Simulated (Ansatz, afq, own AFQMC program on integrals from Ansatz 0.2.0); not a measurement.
# Atomization energy of Al2H2, singlet

```yaml
atoms:
  - { symbol: Al, position_ang: [0.0000, -0.1535, 1.3084] }
  - { symbol: Al, position_ang: [0.0000, 0.1535, -1.3084] }
  - { symbol: H, position_ang: [0.0000, 1.1439, 2.2825] }
  - { symbol: H, position_ang: [0.0000, -1.1439, -2.2825] }
```

Connectivity, by distances: AlH–AlH.

Atoms in their ground-state spins without spin–orbit coupling (mostly on UHF) minus the molecule (RHF), without zero-point energy. The geometry is a stationary point, not shown to be a minimum.

Basis 6-31G. Noble-gas cores (and the filled d shells of Ga–Kr and In–Xe) are frozen. AFQMC by an in-house program on the Cholesky factors that Ansatz 0.2.0 writes for its CCSD(T) run. ph-AFQMC/CISD is guided by a CISD state made of CCSD amplitudes; releasing the constraint for a short imaginary time cuts its bias at the price of noise, slowly where states lie close. Uncertainties: one standard error, sampling alone. The errors of all members are added in quadrature.

Full CI on the same integrals is exact in this basis and with this determinant's frozen core.

Errors are counted within 6-31G, not against nature.

Cautions: Al₂H₂ (singlet): restricted determinant unstable towards unrestricted (UHF 301 meV lower, ⟨S²⟩ 0.67), strong correlation (T1 0.030, weight of the determinant 0.85, largest double 0.24), its ph-AFQMC/CISD value lies 23 ± 4 meV above full CI.

```json
{"level": "HF", "atomization energy (kJ/mol)": "406.2"}
{"level": "MP2", "atomization energy (kJ/mol)": "494.8"}
```

Problem. From these cheaper values, estimate the atomization energy at the reference level in 6-31G.

Solution. 522.9 kJ/mol (full CI in 6-31G).

```
         level  atomization energy (kJ/mol)  error against FCI (kJ/mol)
          CCSD                        513.5                        -9.4
       CCSD(T)                        519.7                        -3.2
 ph-AFQMC/CISD                  520.7 ± 0.4                  -2.2 ± 0.4
released AFQMC                  521.9 ± 0.4                  -1.0 ± 0.4
```

Correlation beyond CCSD(T) adds 3.2 kJ/mol. The perturbative (T) step is worth +6.2 kJ/mol. Where the cautions show a poor determinant, the low rows tell how each method copes with it, not its usual error.

A walk keeps the symmetry of its determinant, which the program's search chose and which needn't be the lowest solution, so a lower state of the same spin and another symmetry isn't excluded. Released energies are given only where the last usable release times agree within the noise; a slower fall can still hide under it.
